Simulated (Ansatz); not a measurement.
Input for Ansatz (a first-principles code): R-BHLYP/def2-TZVPPD on C2H4 (SMILES C=C) with ghost functions. Files ending in .json are basis or fitting sets from the Basis Set Exchange.

Ansatz 0.2 input:
```yaml
crystal:
  periodic: [false, false, false]
  atoms:
    - {symbol: C, position_ang: [0.00000000, -0.66757800, -2.12465900]}
    - {symbol: C, position_ang: [0.00000000, 0.66757800, -2.12465900]}
    - {symbol: H, position_ang: [0.92362100, -1.23225300, -2.12618500]}
    - {symbol: H, position_ang: [-0.92362100, -1.23225300, -2.12618500]}
    - {symbol: H, position_ang: [-0.92362100, 1.23225300, -2.12618500]}
    - {symbol: H, position_ang: [0.92362100, 1.23225300, -2.12618500]}
basis:
  gaussian:
    orbitals: def2-TZVPPD.json
    ghost_atoms:
      - {symbol: C, position_ang: [0.00000000, 0.00000000, 2.90050300]}
      - {symbol: C, position_ang: [0.00000000, 0.00000000, 1.69324000]}
      - {symbol: H, position_ang: [0.00000000, 0.00000000, 0.62735200]}
      - {symbol: H, position_ang: [0.00000000, 0.00000000, 3.96392900]}
hamiltonian:
  xc: {name: BHLYP}
scf: {lower_state_search: off}
```

The head of its log:

```
WARN ansatz: RAYON_NUM_THREADS=2 ignored (pool sized by the plan → 2); use --threads N
Functional definition: BHLYP
these checks for a lower state are left out or cut short: stability, starts, cluster_reference, orbital_swaps, neighbouring_geometries, increment
integrals: 0.11 GiB planned
1110 factors; their error is unknown
mean field: 1.24 GiB planned
mean field evaluation 1: about -2134.5943 eV, gradient 3.7e1 eV
mean field evaluation 2: about -2135.7371 eV, gradient 2.9e1 eV
```

Problem. Predict the final total energy.

Solution. -78.5660 hartree.
